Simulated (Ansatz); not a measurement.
Reaction (isomerisation): `CC/N=C\F` → `NC1(F)CC1`

Computed with Ansatz on PBE0-D4/def2-TZVP structures; ΔE is electronic, products minus reactants. CBS: MP2 limit from def2 TZ/QZ plus the TZ coupled-cluster correction, frozen cores. Functionals use def2-TZVPP. Each species was taken in one conformer, which may not be the lowest.

| level | ΔE (kcal/mol) |
| --- | --- |
| ωB97M-V | 5.2 |
| B2PLYP | 9.1 |
| SCS-MP2/def2-TZVPP | 8.3 |
| HF/CBS(def2) | 9.9 |

Question: What does CCSD(T)/CBS give? (An estimate is asked.)

Answer: The calculation gave: +7.2 kcal/mol. The listed levels differ from it by -2.0, 1.9, 1.1, 2.7 kcal/mol.

Largest T1 diagnostic among the species: 0.012.

From PBE to PBE0 (25 % exact exchange), in def2-TZVPP and without D4, ΔE moves by −2.8 kcal/mol. In def2-TZVPP, CCSD(T) changes the Hartree–Fock value by −1.8 kcal/mol (the triples alone add +0.7 kcal/mol) and MP2 by −3.7 kcal/mol.

CCSD(T)/CBS has its own doubt, a few kJ/mol and more with outer-core shells, so smaller differences from it don't rank the levels.
